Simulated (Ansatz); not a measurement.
# B2SiH+ (triplet): wave-function methods side by side, cc-pVTZ

Aim: climb from Hartree-Fock through coupled cluster for B2SiH+ (triplet) at one geometry and basis, and see what each rung misses.

The runs use Ansatz 0.2.0, Gaussian basis; cc-pVTZ, core rule «outside noble gas», up to 7 orbitals frozen.

The runs, in order: UHF; CCSD(T) on ROHF; CCSD(T) on UHF; BCCD(T) on ROHF; CCSDT(Q) on ROHF; CCSDT(Q) on UHF.

5 further runs of the same task are left out: 5 set aside as unsound or not needed.

## (1) What is computed

The geometry is a PBE0/def2-TZVP stationary point (not a proven minimum) of the parent state, kept for this charge and spin.

4 atoms, charge 1, spin multiplicity 3.

Atoms are counted from 1 here; the program's logs count them from 0.

Bond lengths: B1–B2 1.555 Å, B1–H4 1.178 Å, B2–Si3 1.975 Å. Angles: B2–B1–H4 180.0°, B1–B2–Si3 180.0°.

## (2) UHF

in.yaml

```yaml
crystal:
  periodic: [false, false, false]
  atoms:
    - {symbol: B, position_ang: [0.000000, 0.000000, -0.976964]}
    - {symbol: B, position_ang: [0.000000, 0.000000, 0.578505]}
    - {symbol: Si, position_ang: [0.000000, 0.000000, 2.553858]}
    - {symbol: H, position_ang: [0.000000, 0.000000, -2.155400]}
basis:
  gaussian: {orbitals: cc-pVTZ}
total_charge: 1
magnetization: {spin_polarized: true, initial_magnetization: 2}
hamiltonian: {xc: hf}
output: {orbitals: {seedname: orbitals}}
```

Launch:

```sh
ansatz run in.yaml --threads 1 --pin off --events-out ev --progress --plain --max-ram 4096MiB --backend cpu
```

After this run come: CCSD(T) on ROHF; CCSD(T) on UHF; BCCD(T) on ROHF; CCSDT(Q) on ROHF; CCSDT(Q) on UHF.

Q: Predict the results of all the runs planned. Wanted: RCCSDT(Q) below the RHF energy; RMP2 from RCCSDT(Q); UMP2 from RCCSDT(Q); RCCSD from RCCSDT(Q); RCCSD(T) from RCCSDT(Q); UCCSD(T) from RCCSDT(Q); UCCSDT(Q) from RCCSDT(Q); T1 diagnostic.

The runs gave:

| quantity | value |
| --- | --- |
| RCCSDT(Q) below the RHF energy | -7.1701 eV |
| RMP2 from RCCSDT(Q) | +33.87 kcal/mol |
| UMP2 from RCCSDT(Q) | +34.51 kcal/mol |
| RCCSD from RCCSDT(Q) | +9.37 kcal/mol |
| RCCSD(T) from RCCSDT(Q) | +1.90 kcal/mol |
| UCCSD(T) from RCCSDT(Q) | +1.93 kcal/mol |
| UCCSDT(Q) from RCCSDT(Q) | -0.03 kcal/mol |
| levels within 1 kcal/mol (43 meV) | RCCSDT, UCCSDT, UCCSDT(Q) |
| T1 diagnostic | 0.022 |

**Reading.** RCCSD(T) lands +1.90 kcal/mol from the yardstick (1.2 % of the correlation energy). These misses are within one basis, not against nature; the frozen cores of restricted and unrestricted runs differ, which can shift their rows.
